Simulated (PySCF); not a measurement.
SiB⁻: from constants to spectrum

ROHF-CCSD(T) constants of SiB⁻, ³Π (triplet), unpaired electrons σ ↑, π ↑ (Si def2-SVPD, B def2-SVPD; no relativity (PySCF 2.14); masses 27.9769 and 11.0093 u):

| Item | Value |
| --- | --- |
| ωe | 812.9 cm⁻¹ |
| ωexe | 5.46 cm⁻¹ |
| Be | 0.60373 cm⁻¹ |
| αe | 0.00517 cm⁻¹ |

(1) What force constant and bond length do these constants imply?

(2) Estimate the centrifugal constant D from the Kratzer relation and find the Dunham coefficient a1.

Correlated steps freeze 6 core orbitals. The CCSD T1 diagnostic is raised, a sign that a single reference may not be enough here. The state is the lowest determinant that a PBE0 search found; another state may lie lower at other levels.

## Answers

(1) Reduced mass μred = 7.9004 u; k = 5.8918×10⁻⁷·μred·ωe² (u, cm⁻¹, mdyn/Å) = 3.08 mdyn/Å; Re = √(16.8576/(μred·Be)) (u, cm⁻¹, Å) = 1.880 Å.

(2) D = 4Be³/ωe² = 1.33e-06 cm⁻¹; a1 = −1 − αeωe/(6Be²) = -2.92.
